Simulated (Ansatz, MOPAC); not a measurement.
Species: C$_{2}$H$_{2}$N, charge -1, multiplicity 1. SMILES: C(#N)[CH2-]

Atoms: C1, C2, N3, H4, H5. Bonds: C1-C2, C1-H4, C1-H5, C2-N3.

Bond lengths (Å) and angles (degrees) optimised at AM1 with MOPAC; HF/6-31G* with Ansatz (a program for electronic structure); B3LYP/LANL2DZ with Ansatz, each started from the B3LYP-D3(BJ)/def2-TZVP structure (Ansatz) of the last column. A row stands for all coordinates that are equal there. 6-31G* holds six Cartesian d functions. No wavenumbers were computed at B3LYP/LANL2DZ, so these may be saddle points.

| coordinate | AM1 | HF/6-31G* | B3LYP/LANL2DZ | B3LYP-D3(BJ)/def2-TZVP |
|---|---|---|---|---|
| C1-C2 | 1.356 | 1.401 | 1.391 | 1.384 |
| C1-H4 | 1.086 | 1.084 | 1.087 | 1.085 |
| C2-N3 | 1.185 | 1.159 | 1.216 | 1.178 |
| C1-C2-N3 | 180.0 | 177.2 | 180.0 | 177.5 |
| C2-C1-H4 | 121.1 | 114.0 | 120.6 | 117.6 |
| H4-C1-H5 | 117.9 | 112.8 | 118.8 | 115.8 |

Mean signed difference of all 4 bond lengths from B3LYP-D3(BJ)/def2-TZVP: AM1 -0.005 Å, HF/6-31G* -0.001 Å, B3LYP/LANL2DZ 0.012 Å.
